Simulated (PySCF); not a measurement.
# Ionisation energy of Li by level of theory

Li [He] 2s1 (2S) → Li⁺ 1s2 (1S), as a difference of total energies. Computed with PySCF 2.14 in aug-cc-pCVTZ-DK (7s6p4d2f, 59 functions), with scalar relativity by spin-free X2C-1e. Correlated levels: valence and next inner shell: nothing frozen. The calculations carry no spin-orbit coupling.

| method | ionisation energy (eV) |
| --- | --- |
| UHF | 5.343 |
| LDA | 5.473 |
| PBE | 5.588 |
| PBE0 | 5.571 |
| r2SCAN | 5.388 |
| HSE06 | 5.562 |
| BP86 | 5.564 |
| M06-2X | 5.432 |
| PBEsol | 5.472 |
| MP2 (valence and next inner shell) | 5.375 |
| SCS-MP2 (valence and next inner shell) | 5.371 |

Q: How much does correlation contribute at MP2 (valence and next inner shell)?

A: 5.375 − (5.343) = 0.032 eV, measured against UHF.

Errors of the correlated levels include the incompleteness of this basis.

For comparison: 5.392 eV (measured; NIST Atomic Spectra Database, ionization energies).
